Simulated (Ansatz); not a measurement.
Reaction (SMILES): O=N[O] → [O-]N=O (an electron is taken up)
B3LYP-D3(BJ)/def2-TZVP geometries, fixed; electronic energies without zero-point terms; positive where energy is released.

Effect of the final integration grid (spheres per factor e of radius in core and valence, angular degree) at PBE0/aug-cc-pVTZ with Ansatz (a quantum-chemistry and plane-wave program), against the last row, where the adiabatic electron affinity is 2.01 eV. Open shells are unrestricted. The default's grid is 13, 11, 36.

```
setting                     largest shift of a total energy (mEh)  shift of the adiabatic electron affinity (eV)
--------------------------  -------------------------------------  ---------------------------------------------
accuracy: medium (default)                                  0.000                                          0.000
final_grid: 4, 3, 11                                       -0.440                                          0.017
final_grid: 6, 5, 17                                       -0.181                                          0.003
final_grid: 8, 7, 23                                       -0.011                                          0.000
final_grid: 10, 9, 29                                      -0.003                                          0.000
final_grid: 18, 15, 47                                      0.000                                          0.000
final_grid: 26, 22, 59                                      0.000                                          0.000
```

Within 0.005 eV in the adiabatic electron affinity: accuracy: medium (default); final_grid: 6, 5, 17; final_grid: 8, 7, 23; final_grid: 10, 9, 29; final_grid: 18, 15, 47. The largest shift is 0.440 mEh in a total energy and 0.017 eV in the difference.
